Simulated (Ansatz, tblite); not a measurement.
Isomers of S5⁺ (doublet), found by a short tight-binding search and relaxed with PBE-D4/def2-SVP in Ansatz.

The xTB rows come from tblite. HSE06 is defined as in plane-wave codes, on full-range PBE exchange. Correlated methods freeze 25 core orbitals.

Run but left out: HF/STO-3G, HF/def2-TZVP, MP2/def2-TZVP, CCSD/def2-TZVP, CCSD(T)/def2-TZVP (A: ⟨S²⟩ 1.67 to 1.82, where a pure state has 0.75).

A: At r2SCAN-D4/def2-TZVP, PBE0-D4/def2-SVP, PBE0-D4/def2-TZVP, HSE06-D4/def2-TZVP and others the charge 1 doublet is spin-contaminated (final ⟨S²⟩ up to 1.03, 0.75 for a pure state).

Other spin states weren't relaxed.

A:

```xyz
5

S     1.033   -0.193    0.632
S    -1.611    0.342   -1.307
S    -0.075    0.341   -2.456
S    -1.148    0.013    0.770
S     1.801   -0.504    2.361
```

B:

```xyz
5

S     0.091    1.691   -0.030
S     1.608    0.333    0.419
S     0.903   -1.100   -0.915
S    -1.016   -1.421   -0.022
S    -1.587    0.496    0.547
```

Estimate their order by electronic energy at RPA@PBE/def2-TZVP, counted from the lowest.

B (0.00) < A (0.63), in eV.

Do the other levels pick the same lowest one?

All that were run do. Energies above each level's lowest (eV):

```csv
level,A,B
GFN1-xTB,1.60,0.00
GFN2-xTB,0.56,0.00
PBE-D4/def2-SVP,0.40,0.00
PBE-D4/def2-TZVP,0.64,0.00
r2SCAN-D4/def2-TZVP,0.61,0.00
PBE0-D4/def2-SVP,0.66,0.00
PBE0-D4/def2-TZVP,0.90,0.00
HSE06-D4/def2-TZVP,0.88,0.00
ωB97M-V/def2-TZVP,1.10,0.00
RPA@PBE/def2-TZVP,0.63,0.00
```
Point groups (tolerance 0.1 Å): A Cs, B Cs. Lower isomers may exist. From def2-SVP to def2-TZVP the PBE0 values move by up to 0.24 eV, so results in the small set are rough.
